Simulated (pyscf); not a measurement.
Structures and frequencies: ωB97X-D3(BJ)/def2-SVP in PySCF.

### Question
For the elementary gas-phase step `[CH3][Al][CH3]` [doublet] + `[FH]` → `[CH3][Al]([CH3])[F]` + `[H]` [doublet] (doublet surface; F–H broken, Al–F formed), what barrier and reaction energy does B3LYP-D3(BJ)/def2-TZVP give, measured from the separated reactants?

### Answer
ΔE‡ = 26.0 kJ/mol, ΔE = -91.9 kJ/mol. ωB97M-D3(BJ)/def2-TZVP gives 43.4 kJ/mol and -107.0 kJ/mol. Zero-point energy shifts the barrier by -13.1 kJ/mol. It is an atom transfer, with an imaginary mode of 2790i cm⁻¹. On the reactant side the descent ends in an adduct with a Al–F contact, 23.2 kJ/mol under the separated species and 84.4 kJ/mol under the saddle at ωB97X-D3(BJ)/def2-TZVP. What is counted as formed (Al–F) is already present as a longer contact in the reactant adduct; forming that adduct is a step of its own. At ωB97X-D3(BJ)/def2-TZVP the barrier from the zero used here is 61.1 kJ/mol. This is the saddle that the search found; another between the same sides may lie lower. The angle at the transferred F is 133°.
